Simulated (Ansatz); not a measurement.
Mulliken charges of C2H4Si (`C1=C[SiH2]1`) from ωB97M-V/def2-TZVPP in Ansatz (PBE0-D4/def2-TZVP geometry).

| atom | x (Å) | y (Å) | z (Å) | charge (e) |
| --- | --- | --- | --- | --- |
| C1 | -0.841 | -0.465 | -0.263 | -0.209 |
| C2 | 0.300 | -0.282 | -0.921 | -0.209 |
| Si3 | 0.361 | 0.449 | 0.731 | 0.238 |
| H4 | -1.792 | -0.940 | -0.472 | 0.126 |
| H5 | 0.683 | -0.544 | -1.899 | 0.126 |
| H6 | 0.246 | 1.912 | 0.938 | -0.037 |
| H7 | 1.104 | -0.198 | 1.840 | -0.037 |

By hand: the dipole of these point charges (1 e Å = 4.8032 D).

Σ q r = (0.009, 0.013, 0.020) e Å, of length 0.025 e Å = 0.12 D.

How does the dipole of the full density compare? (Best estimate.)

Computed: (-0.029, -0.038, -0.061) e Å, 0.37 D; the point charges give 0.32 times that, at 178° from its direction, so they point the opposite way.

Point charges leave out the atoms' own dipoles, such as those of lone pairs, and Mulliken's split depends on the basis, so the two needn't agree.
